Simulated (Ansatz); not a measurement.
Mulliken charges of C$_{3}$H$_{5}$FO, SMILES `OC1(F)CC1` from PBE/def2-TZVPP in Ansatz (PBE0-D4/def2-TZVP geometry).

| atom | x (Å) | y (Å) | z (Å) | charge (e) |
| --- | --- | --- | --- | --- |
| O1 | -1.281 | 0.501 | 1.015 | -0.262 |
| C2 | -0.036 | 0.159 | 0.586 | 0.296 |
| F3 | 0.916 | 0.382 | 1.543 | -0.182 |
| C4 | 0.122 | -1.043 | -0.245 | -0.170 |
| C5 | 0.397 | 0.347 | -0.819 | -0.216 |
| H6 | -1.341 | 1.462 | 1.047 | 0.195 |
| H7 | 0.979 | -1.673 | -0.048 | 0.091 |
| H8 | -0.779 | -1.552 | -0.562 | 0.077 |
| H9 | -0.323 | 0.751 | -1.519 | 0.084 |
| H10 | 1.431 | 0.614 | -0.995 | 0.085 |

Question: By hand: the dipole of these point charges (1 e Å = 4.8032 D).

Answer: Σ q r = (-0.086, 0.077, -0.210) e Å, of length 0.240 e Å = 1.15 D.

Question: How does the dipole of the full density compare? (Estimate.)

Answer: Ansatz gave: (-0.053, 0.161, -0.325) e Å, 1.76 D; the point charges give 0.65 times that, at 14° from its direction.

Point charges leave out the atoms' own dipoles, such as those of lone pairs, and Mulliken's split depends on the basis, so the two needn't agree.
